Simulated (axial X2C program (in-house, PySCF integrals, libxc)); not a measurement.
# Spin–orbit effects down a group: molecules with F (ions), HF

All values come from calculations with an in-house all-electron X2C program for linear molecules (integrals from PySCF), spin-free (one-electron X2C) or two-component (2c: spin–orbit coupling with atomic mean-field Coulomb and Gaunt terms, which also bring small scalar terms), in Dyall basis sets with cores contracted in-house; open shells are unrestricted.

Basis sets: F dyall-av3z, H dyall-v3z, Li dyall-cv3z, Na dyall-cv3z.

```json
{"molecule": "HF⁺", "spin-free state": "M_S = 1/2, Λ = 1", "Re (Å)": "0.981", "ωe (cm⁻¹)": "3305.7", "De (eV)": "3.46", "2c state": "Ω = 3/2", "Re 2c (Å)": "0.981", "ωe 2c (cm⁻¹)": "3306.5", "De 2c (eV)": "3.47"}
{"molecule": "LiF⁺", "spin-free state": "M_S = 1/2, Λ = 1", "Re (Å)": "2.025", "ωe (cm⁻¹)": "299.7", "De (eV)": "0.15", "2c state": "Ω = 3/2", "Re 2c (Å)": "2.025", "ωe 2c (cm⁻¹)": "299.7", "De 2c (eV)": "0.16"}
{"molecule": "NaF⁺", "spin-free state": "M_S = 1/2, Λ = 1", "Re (Å)": "2.479", "ωe (cm⁻¹)": "140.7", "De (eV)": "0.03", "2c state": "Ω = 3/2", "Re 2c (Å)": "2.479", "ωe 2c (cm⁻¹)": "140.7", "De 2c (eV)": "0.03"}
```

Task: Work out the shifts from the spin-free to the two-component result.

Result: 

```csv
molecule,2c state,ΔRe (Å),Δωe (cm⁻¹),ΔDe (eV)
HF⁺,Ω = 3/2,0.000,0.8,0.01
LiF⁺,Ω = 3/2,0.000,0.0,0.01
NaF⁺,Ω = 3/2,0.000,0.0,0.00
```

Shifts of one unit in the last digit are rounding.

Fragments in 2c: F + H+, F + Li+, Na+ + F. Each entry is the lowest single determinant of a limited PBE0 search at one distance. De goes to single-determinant-based atoms at the same level (for ions the charge split of lowest energy) and is withheld (n/a) where an atom does not fit its ground term or J level. Main or longest-lived isotopes. One determinant is a doubtful description, or other states lie close, for LiF⁺, NaF⁺; these need not be ground states, and all values refer to the states named. Where the atoms have a lower orbital projection than the molecule, De at mean-field level may be about a tenth of an eV too small.
